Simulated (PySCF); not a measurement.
Stepwise substitution at one centre (C F-SH). All species are isolated molecules in the gas phase. One relaxed conformer stands for each flexible species; it need not be the lowest. Strings in code marks are SMILES.

Method: PBE-D3(BJ)/def2-TZVP // CAM-B3LYP-D3(BJ)/def2-TZVP (PySCF). Excitations are Tamm–Dancoff values on a coarser integration grid. The basis has no diffuse functions, so Rydberg states are missing or too high.

| species | T1 excitation (TDA) (eV) | S1–T1 gap (TDA) (eV) | LUMO (eV) |
|---|---|---|---|
| 0 of 4 F replaced by SH (`FC(F)(F)F`) | – | – | – |
| 1 of 4 F replaced by SH (`FC(F)(S)F`) | 5.07 | 0.62 | (withheld) |
| 2 of 4 F replaced by SH | 3.96 | 0.43 | -1.90 |
| 3 of 4 F replaced by SH (`FC(S)(S)S`) | 3.90 | 0.38 | (withheld) |

Problem. Some entries are withheld; supply them.

Solution. 
- 1 of 4 F replaced by SH (`FC(F)(S)F`), LUMO (eV): -1.37
- 3 of 4 F replaced by SH (`FC(S)(S)S`), LUMO (eV): -2.01
